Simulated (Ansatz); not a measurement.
# Molecular dynamics, step by step

AlSiH6F, closed shell, PBE0-D4/def2-SVP (Ansatz 0.2.0). Settings (timestep in fs, temperature in K, friction in 1/fs; T counts 27 degrees of freedom, while the starting velocities carry no drift of the centre of mass, so T starts below the set value):

```yaml
hamiltonian: {xc: pbe0, dispersion: d4}
md: {n_steps: 30, timestep: 0.25, temperature: 100, ensemble: nvt_langevin, seed: 864, friction: 0.05, initial_velocities: maxwell_boltzmann}
```

Start, the saddle point found with PBE0-D4 in triple zeta (not stationary at another level):

Al1  (-1.259, -0.438, -0.197)
F2  (-0.941, -0.782, 1.672)
H3  (-1.319, -1.821, -0.954)
H4  (-2.310, 0.733, -0.318)
H5  (-0.059, -0.344, 1.283)
Si6  (1.148, 0.492, -0.190)
H7  (1.475, 1.797, 0.449)
H8  (2.330, -0.408, -0.097)
H9  (0.935, 0.771, -1.648)
(Å)

```tsv
step	time (fs)	potential energy less the start (meV)	kinetic energy (meV)	T (K)
0	0.00	0.0	103.4	89
2	0.50	2.2	103.7	89
4	1.00	5.7	101.9	88
6	1.50	10.6	90.3	78
8	2.00	16.1	85.2	73
10	2.50	22.0	91.8	79
12	3.00	27.1	86.0	74
14	3.50	30.9	79.0	68
16	4.00	34.8	74.5	64
18	4.50	37.1	62.0	53
20	5.00	38.7	66.9	57
22	5.50	39.6	78.9	68
24	6.00	39.9	79.3	68
26	6.50	38.8	69.1	59
28	7.00	37.8	67.6	58
30	7.50	38.2	72.7	62
```

Step 6, positions (Å) and forces (eV/Å):

```tsv
atom	x	y	z	Fx	Fy	Fz
Al1	-1.260	-0.438	-0.201	-0.033	0.129	0.018
F2	-0.940	-0.783	1.676	0.032	0.039	-0.070
H3	-1.318	-1.808	-0.959	0.029	-0.198	-0.095
H4	-2.309	0.733	-0.346	-0.002	0.062	0.030
H5	-0.062	-0.342	1.262	0.047	-0.009	0.120
Si6	1.150	0.491	-0.186	-0.507	0.179	-0.119
H7	1.470	1.786	0.479	0.019	0.104	0.032
H8	2.308	-0.404	-0.103	0.425	-0.341	0.063
H9	0.943	0.774	-1.653	-0.009	0.035	0.022
```

Step 8, positions (Å) and forces (eV/Å):

```json
{"atom": "Al1", "x": "-1.259", "y": "-0.438", "z": "-0.202", "Fx": "-0.061", "Fy": "0.182", "Fz": "0.044"}
{"atom": "F2", "x": "-0.940", "y": "-0.783", "z": "1.677", "Fx": "0.024", "Fy": "0.050", "Fz": "-0.111"}
{"atom": "H3", "x": "-1.318", "y": "-1.804", "z": "-0.961", "Fx": "0.031", "Fy": "-0.246", "Fz": "-0.115"}
{"atom": "H4", "x": "-2.310", "y": "0.734", "z": "-0.355", "Fx": "0.020", "Fy": "0.044", "Fz": "0.043"}
{"atom": "H5", "x": "-0.063", "y": "-0.342", "z": "1.255", "Fx": "0.061", "Fy": "-0.009", "Fz": "0.133"}
{"atom": "Si6", "x": "1.150", "y": "0.491", "z": "-0.185", "Fx": "-0.596", "Fy": "0.255", "Fz": "-0.191"}
{"atom": "H7", "x": "1.467", "y": "1.783", "z": "0.488", "Fx": "0.020", "Fy": "0.097", "Fz": "0.016"}
{"atom": "H8", "x": "2.305", "y": "-0.402", "z": "-0.103", "Fx": "0.504", "Fy": "-0.401", "Fz": "0.073"}
{"atom": "H9", "x": "0.945", "y": "0.776", "z": "-1.657", "Fx": "-0.003", "Fy": "0.028", "Fz": "0.107"}
```

Step 24, positions (Å) and forces (eV/Å):

```csv
atom,x,y,z,Fx,Fy,Fz
Al1,-1.259,-0.441,-0.213,-0.165,0.171,0.071
F2,-0.936,-0.791,1.685,0.014,0.100,-0.385
H3,-1.323,-1.786,-0.997,0.068,-0.351,-0.113
H4,-2.338,0.702,-0.401,0.068,0.088,0.116
H5,-0.071,-0.355,1.222,0.133,-0.012,0.283
Si6,1.150,0.488,-0.181,-0.382,0.403,-0.351
H7,1.456,1.766,0.551,-0.042,-0.091,-0.148
H8,2.329,-0.392,-0.113,0.301,-0.309,0.084
H9,0.968,0.801,-1.671,0.003,0.001,0.442
```

Last step (30):

Al1  (-1.258, -0.441, -0.218)
F2  (-0.936, -0.794, 1.688)
H3  (-1.324, -1.787, -1.012)
H4  (-2.344, 0.680, -0.401)
H5  (-0.065, -0.366, 1.216)
Si6  (1.149, 0.486, -0.181)
H7  (1.447, 1.759, 0.565)
H8  (2.349, -0.398, -0.118)
H9  (0.976, 0.811, -1.660)
(Å)

The run took about 61 s on 2 CPU threads of an Intel Xeon Platinum 8259CL (shared host).
